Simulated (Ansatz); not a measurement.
Basis-set extrapolation for `c1ccccc#1` (PBE0-D4/def2-TZVP geometry, frozen core, Ansatz). Multiplicity 1, RHF reference.

|  | def2-TZVPP | def2-QZVPP |
| --- | --- | --- |
| HF | -229.470118 | -229.479504 |
| MP2 correlation | -0.945470 | -1.004051 |
| CCSD(T) correlation | -1.011220 | not run |

Energies in hartree. Use E(X) = E(∞) + A·exp(−7.88·√X) for Hartree–Fock and E(X) = E(∞) + B·X^(−2.97) for correlation, with X = 3 and 4, and add CCSD(T) minus MP2 of the smaller set to the MP2 limit.

**Question.** What is the CCSD(T) energy at the basis-set limit?

**Answer.** HF limit: -229.479504 + (-0.009386) × 0.13774 = -229.48080. MP2 limit: -1.004051 + (-0.058581) × 0.74074 = -1.04744. Higher-order term: -1.011220 − (-0.945470) = -0.06575. Total: -230.59399 hartree, 70.7 kcal/mol below CCSD(T)/def2-TZVPP.
